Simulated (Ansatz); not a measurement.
# BH2− (triplet): wave-function methods side by side at a displaced geometry (v1), 6-31++G**

How much of the correlation energy of BH2− (triplet) does each wave-function method recover here?

Method: 6-31++G**, core rule «outside noble gas», up to 1 orbitals frozen; program: Ansatz 0.2.0, Gaussian basis.

To be run: UHF; CCSD(T) on ROHF; CCSD(T) on UHF; BCCD(T) on ROHF; CISD; CCSDT(Q) on ROHF; CCSDT(Q) on UHF; CASSCF and MRCISD+Q, 6 electrons in 6 orbitals; CASSCF and MRCISD+Q(relaxed), 6 electrons in 6 orbitals; CASSCF and NEVPT2, 6 electrons in 6 orbitals; Full CI.

27 further runs of the same task are left out: 2 for a known fault of the program, 9 that didn't finish, 16 set aside as unsound or not needed.

## Step 1: What is computed

The geometry is a PBE0/def2-TZVPD stationary point (not a proven minimum) with its atoms shifted at random (size 0.040 Å).

3 atoms, charge -1, spin multiplicity 3.

Atoms are counted from 1 here; the program's logs count them from 0.

Bond lengths: B1–H2 1.212 Å, B1–H3 1.182 Å. Angles: H2–B1–H3 126.8°.

## Step 2: UHF

Contents of in.yaml:

```yaml
crystal:
  periodic: [false, false, false]
  atoms:
    - {symbol: B, position_ang: [-0.003638, -0.084017, 0.005101]}
    - {symbol: H, position_ang: [-0.004471, 0.420924, -1.097125]}
    - {symbol: H, position_ang: [0.043493, 0.480234, 1.042408]}
basis:
  gaussian: {orbitals: "6-31++G**"}
total_charge: -1
magnetization: {spin_polarized: true, initial_magnetization: 2}
hamiltonian: {xc: hf}
output: {orbitals: {seedname: orbitals}}
```

Launch:

```console
$ ansatz run in.yaml --threads 1 --pin off --events-out ev --progress --plain --max-ram 2393MiB
```

After this run come: CCSD(T) on ROHF; CCSD(T) on UHF; BCCD(T) on ROHF; CISD; CCSDT(Q) on ROHF; CCSDT(Q) on UHF; CASSCF and MRCISD+Q, 6 electrons in 6 orbitals; CASSCF and MRCISD+Q(relaxed), 6 electrons in 6 orbitals; CASSCF and NEVPT2, 6 electrons in 6 orbitals; Full CI.

Q: Predict the results of all the runs planned. Wanted: FCI below the RHF energy; RMP2 from FCI; UMP2 from FCI; RCCSD from FCI; RCCSD(T) from FCI; UCCSD(T) from FCI; RCCSDT(Q) from FCI; UCCSDT(Q) from FCI; NEVPT2 valence from FCI.

As calculated:

| quantity | value |
| --- | --- |
| FCI below the RHF energy | -2.8181 eV |
| RMP2 from FCI | +54.9 kJ/mol |
| UMP2 from FCI | +53.9 kJ/mol |
| RCCSD from FCI | +7.5 kJ/mol |
| RCCSD(T) from FCI | +1.6 kJ/mol |
| UCCSD(T) from FCI | +1.5 kJ/mol |
| RCCSDT(Q) from FCI | 0.0 kJ/mol |
| UCCSDT(Q) from FCI | 0.0 kJ/mol |
| NEVPT2 valence from FCI | +56.3 kJ/mol |
| MRCISD+Q valence from FCI | +1.4 kJ/mol |
| MRCISD+Q(relaxed) valence from FCI | -0.2 kJ/mol |
| levels within 1 kcal/mol (43 meV) | RCCSD(T), UCCSD(T), BCCD(T), RCCSDT, UCCSDT, RCCSDT(Q), UCCSDT(Q), MRCISD+Q valence, MRCISD+Q(relaxed) valence |
| T1 diagnostic | 0.023 |
| effectively unpaired electrons | 2.02 |

What this shows: RCCSD(T) misses by +1.6 kJ/mol, 0.6 % of the correlation energy. MRCISD+Q(relaxed) valence falls below full CI: the +Q correction isn't variational, and the cores differ from full CI's. One determinant dominates. Of the multireference levels listed MRCISD+Q(relaxed) valence comes nearest in total energy (-0.2 kJ/mol), which doesn't show that its space is the better one. These misses are within one basis, not against nature; the frozen cores of restricted and unrestricted runs differ, which can shift their rows.
